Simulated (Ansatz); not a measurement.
# NH3+ (quartet): the correlation ladder, def2-QZVPP

One table from this session's results is given with a row withheld; the runs are named, their logs left out.

Method: def2-QZVPP, core rule «outside noble gas», up to 1 orbitals frozen; program: Ansatz 0.2.0, Gaussian basis.

Plan: UHF; ROHF; CCSD(T) on UHF.

**The geometry**

The geometry is a PBE0/def2-TZVP stationary point (not a proven minimum) of the parent state, kept for this charge and spin.

4 atoms, charge 1, spin multiplicity 4.

Atoms are counted from 1 here; the program's logs count them from 0.

Bond lengths: N1–H2 1.024 Å, N1–H3 1.024 Å, N1–H4 1.024 Å. Angles: H2–N1–H3 120.0°, H2–N1–H4 120.0°, H3–N1–H4 120.0°.

Set-up of the first run:

Contents of in.yaml:

```yaml
crystal:
  periodic: [false, false, false]
  atoms:
    - {symbol: N, position_ang: [0.000000, 0.000000, 0.000000]}
    - {symbol: H, position_ang: [1.024021, 0.013755, -0.000070]}
    - {symbol: H, position_ang: [-0.523923, 0.879946, -0.002762]}
    - {symbol: H, position_ang: [-0.500098, -0.893701, 0.002832]}
basis:
  gaussian: {orbitals: "def2-QZVPP.json"}
total_charge: 1
magnetization: {spin_polarized: true, initial_magnetization: 3}
hamiltonian: {xc: hf}
output: {orbitals: {seedname: orbitals}}
```

On the command line:

```console
ansatz run in.yaml --threads 1 --pin off --events-out ev --progress --plain --max-ram 2393MiB
```

Among the steps run: UHF; ROHF; CCSD(T) on UHF.

One table of the session follows, with a row left open; its other results are not shown here.

It belongs to the step «Misses and costs». 

| method | from UCCSD(T) (kcal/mol) |
| --- | --- |
| ROHF | +121.26 |
| UHF | +117.58 |
| UMP2 | +17.69 |
| UCCSD | ? |
| UCCSD(T) | 0 |

Q: Estimate the row for UCCSD from the others.

**Answer.** from UCCSD(T) (kcal/mol): +3.95. In the column «from UCCSD(T) (kcal/mol)» it lies between UCCSD(T) (0) and UMP2 (+17.69).
